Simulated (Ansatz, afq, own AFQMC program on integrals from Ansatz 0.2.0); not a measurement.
# BH4⁺, singlet in cc-pVDZ, levels against full CI

```xyz
5

B    -0.0001   -0.0047    0.0047
H    -0.0157    0.8567    0.8546
H    -0.0197   -0.7857    0.7961
H     0.0212    0.8453   -0.8564
H     0.0155   -0.8661   -0.8451
```

Basis cc-pVDZ. Only valence electrons are correlated. Integrals, coupled cluster, full CI and functionals: Ansatz 0.2.0; the random walks run on the same integrals in our own AFQMC program. The CISD trial takes its coefficients from CCSD amplitudes. Released means that phaseless walkers are propagated on without the constraint, phases kept. ± is one standard error of the sampling.

Determinant: RHF, the one that the program's search chose, which needn't be the lowest solution. The geometry is a point of a scan.

Full CI on the same integrals is exact in this basis and with this determinant's frozen core.

Cautions: the ph-AFQMC/CISD walk drifts between its halves (2.0 errors).

The T1 diagnostic is 0.0070. The weight of the determinant in the CISD state is 0.928. The size of the correlated space is 6 electrons in 33 orbitals.

Reference: full CI, correlation energy -3.670 eV. The released energy is read at 2.40 1/Eh (meV from the phaseless value at times in 1/Eh: -3 ± 3 at 0.24, -9 ± 4 at 0.51, -7 ± 3 at 0.99, -7 ± 3 at 1.62, -5 ± 5 at 2.40).

| level | E − E(reference) (kJ/mol) | share of correlation (%) |
| --- | --- | --- |
| HF | 354.1 | 0.00 |
| MP2 | 75.9 | 78.56 |
| CCSD | 8.7 | 97.55 |
| CCSD(T) | 1.8 | 99.48 |
| CCSDT | 0.5 | 99.87 |
| CCSDT(Q) | 0.1 | 99.97 |
| ph-AFQMC/CISD | 0.3 ± 0.3 | 99.91 |
| released AFQMC | -0.2 ± 0.5 | 100.06 |

CCSDT and higher add their correlation energy to the determinant of the CCSD(T) run, since their own runs factorise the integrals more tightly (a shift of under 2 meV). A walk keeps the symmetry of its determinant, which the program's search chose and which needn't be the lowest solution, so a lower state of the same spin and another symmetry isn't excluded. Released energies are given only where the last usable release times agree within the noise; a slower fall can still hide under it.
